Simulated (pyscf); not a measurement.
HO–BH–Cl + F–Cl -> HO–B(Cl)–Cl + hydrogen fluoride (HF), a four-centre exchange (singlet surface; B–H, Cl–F broken, B–Cl, F–H formed). Optimised with ωB97X-D3(BJ)/def2-SVP in PySCF. Correlated levels are frozen-core, on RHF or UHF. ΔMP2 is the change of the MP2 total energy from the triple- to the quadruple-zeta basis. Energies in eV from the separated reactants.

Small-basis levels: PySCF, no dispersion term, spherical d functions. AM1 to PM7: differences of heats of formation from MOPAC, which are fitted to 298 K values and so differ in kind from electronic energies by zero-point and thermal terms. Cost: rough CPU time at the saddle relative to B3LYP/6-31G*, from one job on a shared machine.

| level | barrier | reaction energy | cost |
|---|---|---|---|
| HF/STO-3G | 4.81 | -2.46 | 0.04 |
| SVWN5/6-31G* | 1.05 | -3.45 | 1.0 |
| BP86/6-31G* | 1.66 | -3.22 | 2 |
| PBE/6-31G* | 1.56 | -3.24 | 2 |
| B3LYP/STO-3G | 2.70 | -1.98 | 0.5 |
| B3LYP/LANL2DZ | 1.93 | -3.58 | 0.7 |
| B3LYP/6-311+G** | 2.08 | -3.90 | 2 |
| PBE/def2-SVP | 1.30 | -3.67 | 2 |
| AM1 | 3.42 | -3.83 | under 0.02 |
| CCSD(T)/def2-TZVPP + ΔMP2(QZVPP) | 2.29 | -3.90 | – |

Against the last row the barrier runs from -1.24 (SVWN5/6-31G*) to +2.53 eV (HF/STO-3G). CCSD(T)/def2-TZVPP + ΔMP2(QZVPP) has limits of its own. This is the saddle that the search found; another between the same sides may lie lower. One closed-shell reference is unstable to symmetry breaking; treat the single-reference values with care. The CCSD(T) − MP2 part came from Ansatz, without density fitting, on the same reference.
